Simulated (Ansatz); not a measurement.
The input, for Ansatz 0.2.0:

```yaml
crystal:
  periodic: [false, false, false]
  atoms:
    - {symbol: C, position_ang: [0.000000, 0.000000, 0.048922]}
    - {symbol: H, position_ang: [0.000000, 0.610329, -0.799459]}
    - {symbol: H, position_ang: [0.000000, 0.000000, 1.015962]}
    - {symbol: H, position_ang: [0.000000, -0.610329, -0.799459]}
basis:
  gaussian: {orbitals: cc-pVDZ}
total_charge: 1
magnetization: {spin_polarized: true, initial_magnetization: 2}
correlation: {method: ccsdt_q, electrons: outside_noble_gas}
```

```sh
$ ansatz run in.yaml --threads 1 --pin off --events-out ev --progress --plain --max-ram 2393MiB
```

The program prints:

```
508 factors; integrals over basis functions are off by at most 2.1e-7 eV
mean field evaluation 1: about -1062.4248 eV, gradient 1.3e1 eV
mean field evaluation 2: about -1062.4248 eV, gradient 1.3e1 eV
mean field evaluation 4: about -1063.2889 eV, gradient 9.1e-1 eV
mean field evaluation 8: about -1063.2971 eV, gradient 2.4e-3 eV
mean field evaluation 16: about -1063.2972 eV, gradient 1.3e-2 eV
mean field -1063.29712028 eV, -39.0754484416 hartree, gradient 1.4e-6 eV, S^2 2.014151; 1 other end points of the search recorded, 0 dependent functions left out
1 core orbitals not correlated: weight in the atoms' cores, before any rotation towards them, 1.000 or more for the frozen orbitals, at most 0.000 for the correlated occupied ones
reference -1063.29712028 eV, -39.0754484416 hartree; 4, 2 occupied and 24, 26 virtual orbitals, 508 factors
second order -2.55286568 eV of doubles, -0.00000000 eV of singles
cycle   1  -2.97530709 eV  change   -4.2e-1 eV  update   4.0e-2
cycle   2  -3.16234012 eV  change   -1.9e-1 eV  update   1.5e-2
cycle   3  -3.16943700 eV  change   -7.1e-3 eV  update   4.2e-3
cycle   4  -3.17130832 eV  change   -1.9e-3 eV  update   1.5e-3
cycle   5  -3.17107323 eV  change    2.4e-4 eV  update   5.5e-4
cycle   6  -3.17112096 eV  change   -4.8e-5 eV  update   1.5e-4
cycle   7  -3.17122324 eV  change   -1.0e-4 eV  update   5.9e-5
cycle   8  -3.17120537 eV  change    1.8e-5 eV  update   1.9e-5
cycle   9  -3.17119470 eV  change    1.1e-5 eV  update   6.3e-6
cycle  10  -3.17119797 eV  change   -3.3e-6 eV  update   2.1e-6
cycle  11  -3.17119900 eV  change   -1.0e-6 eV  update   7.6e-7
cycle  12  -3.17119861 eV  change    3.9e-7 eV  update   2.2e-7
perturbative correction -0.00148509 eV, -0.0000545761 hartree
Total energy: -1066.46980398 eV, -39.1920424170 hartree
```

For the same geometry and basis full CI lies 1.4 meV higher.

Ran on 1 thread of Arm Neoverse V1, shared host: 2.5 s wall, 0.14 GiB peak host memory.
